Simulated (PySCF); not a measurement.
**State search for SiCl⁺**

Unrestricted PBE0; Si def2-SVP, Cl def2-SVP; no relativity (PySCF 2.14). Outer shells of the fragments: Si+ 3s2 3p1; Cl 3s2 3p5.

Followed along the bond (rough minima from three points):

```csv
2Ms+1,unpaired,⟨S²⟩ at the start,R at minimum (Å),Te (eV)
1,none,0.00,1.98,0.00
3,"σ ↑, π ↑",2.01,2.01,3.65
```

Solutions found at the starting distance of 2.185 Å, counted from the lowest of them; the search is not exhaustive and high or unbound solutions are not listed, so other states can lie among these:

```
2Ms+1  unpaired   term  E (eV)  ⟨S²⟩  ⟨Lz²⟩  μ (D)
    1      none    ¹Σ⁺    0.00  0.00   0.00  -5.06
    3  σ ↑, π ↑     ³Π    3.45  2.01   1.01  -4.56
    3      π ↑↑  mixed    4.08  2.01   2.01  -0.86
    3      π ↑↑  mixed    4.26  2.01   2.01  -0.93
    1      π ↑↓  mixed    4.29  1.01   2.01  -0.95
    3      σ ↑↑    ³Σ⁺    6.35  2.00   0.00  -4.07
    3  σ ↑, π ↑     ³Π    6.89  2.00   1.01  -1.01
```

A term symbol is given only where ⟨S²⟩ and ⟨Lz²⟩ are close to those of a pure state; real π, δ and φ orbitals otherwise mix terms. A positive dipole points towards Cl; it is taken about the centre of mass and depends on that origin.

Compare the gap between the two lowest followed solutions at the starting distance with the gap between their minima.

At PBE0 the second solution (triplet, unpaired electrons σ ↑, π ↑) lies +3.45 eV from the first (singlet, closed shell) at 2.185 Å and +3.65 eV at the minima; the two curves relax by different amounts, since their minima lie near 2.01 and 1.98 Å.

Counting both spins, an empty level lies below a filled one in some of these solutions, because spin and occupation are held.
